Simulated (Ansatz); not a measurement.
C3H7NOS can be A, `CC1(O)NCS1`, or B, `CO/C(S)=C/N`.

Isolated molecules relaxed with PBE0-D4/def2-TZVP in Ansatz; ΔE leaves out vibrations. CCSD(T)/CBS is the MP2 limit (def2-TZVPP, def2-QZVPP) plus CCSD(T) − MP2 in def2-TZVPP, frozen cores. DFT in def2-TZVPP. B3LYP here is the variant with VWN-RPA as its local correlation; programs differ in this. Each species was taken in one conformer, which may not be the lowest.

Question: Which is lower in electronic energy at CCSD(T)/CBS, and by how much? (An estimate is asked.)

Answer: Computed: A, by 12.9 kcal/mol.

Question: Give E(B) − E(A) in kcal/mol with MP2/def2-TZVPP, CCSD(T)/def2-TZVPP, PBE-D4, PBE0-D4, HF/def2-TZVPP, CCSD/def2-TZVPP, B3LYP-D4. (An estimate is asked.)

Answer: Computed: MP2/def2-TZVPP 14.3, CCSD(T)/def2-TZVPP 12.7, PBE-D4 9.6, PBE0-D4 12.2, HF/def2-TZVPP 8.4, CCSD/def2-TZVPP 12.6, B3LYP-D4 6.7. None reverses the order clearly.

Largest T1 diagnostic: 0.012.

The D4 term adds +1.0 kcal/mol with B3LYP and +0.4 kcal/mol with PBE0; it sums over pairs of atoms, weighted by their polarisabilities, and B3LYP, whose exchange is more repulsive, gets the larger term. In def2-TZVPP, CCSD(T) changes the Hartree–Fock value by +4.3 kcal/mol (the triples alone add +0.1 kcal/mol) and MP2 by +6.0 kcal/mol.
